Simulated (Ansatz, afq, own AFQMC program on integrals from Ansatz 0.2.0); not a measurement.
# Where AFQMC and coupled cluster stand for H3O⁻, triplet

| atom | x (Å) | y (Å) | z (Å) |
| --- | --- | --- | --- |
| O | 0.0539 | -0.0023 | 0.0000 |
| H | -0.2773 | 0.9344 | 0.0000 |
| H | -0.2892 | -0.4486 | 0.8837 |
| H | -0.2892 | -0.4486 | -0.8837 |

Basis 6-31++G**. Only valence electrons are correlated. AFQMC by an in-house program on the Cholesky factors that Ansatz 0.2.0 writes for its CCSD(T) run. The CISD trial takes its coefficients from CCSD amplitudes. Released means that phaseless walkers are propagated on without the constraint, phases kept. Free projection: walkers drawn from exp(T), propagated without any constraint. Its projection time is finite, and what remains of the start isn't in its error. Uncertainties: one standard error, sampling alone.

Determinant: UHF, the one that the program's search chose, which needn't be the lowest solution. The geometry is a point of a scan.

No full CI on the walks' own integrals is used here; CCSDT(Q) serves as the reference and is uncertain by about the last step of the cluster series.

Cautions: lower spins were not checked.

* T1 diagnostic: 0.0178
* weight of the determinant in the CISD state: 0.927
* ⟨S²⟩ of the determinant: 2.001
* size of the correlated space: 10 electrons in 36 orbitals

| level | correlation energy (eV) |
| --- | --- |
| MP2 | -5.9399 |
| CCSD | -6.2043 |
| CCSD(T) | -6.3322 |

Problem. Estimate where phaseless AFQMC with the Hartree–Fock trial lies against CCSD(T) on the same integrals.

Solution. 4.4 ± 5.9 kJ/mol below CCSD(T). The gap is under twice the noise, so this walk alone can't tell the two apart.

Reference: CCSDT(Q), correlation energy -6.356 eV. The released energy is read at 2.40 1/Eh (meV from the phaseless value at times in 1/Eh: 20 ± 8 at 0.24, 31 ± 8 at 0.51, 35 ± 12 at 0.99, 35 ± 11 at 1.62, 27 ± 14 at 2.40).

| level | E − E(reference) (kJ/mol) | share of correlation (%) |
| --- | --- | --- |
| CCSD(T) | 2.3 | 99.62 |
| CCSDT | 1.6 | 99.74 |
| ph-AFQMC/HF | -2.1 ± 5.9 | 100.34 |
| ph-AFQMC/CISD | -2.7 ± 1.2 | 100.44 |
| released AFQMC | -0.1 ± 1.3 | 100.02 |
| free AFQMC | 0.6 ± 1.0 | 99.91 |

Free projections are given only where their last times agree within the noise and don't stop above the reference; a slow remainder of the start can still hide under it. A walk keeps the symmetry of its determinant, which the program's search chose and which needn't be the lowest solution, so a lower state of the same spin and another symmetry isn't excluded. Released energies are given only where the last usable release times agree within the noise; a slower fall can still hide under it.
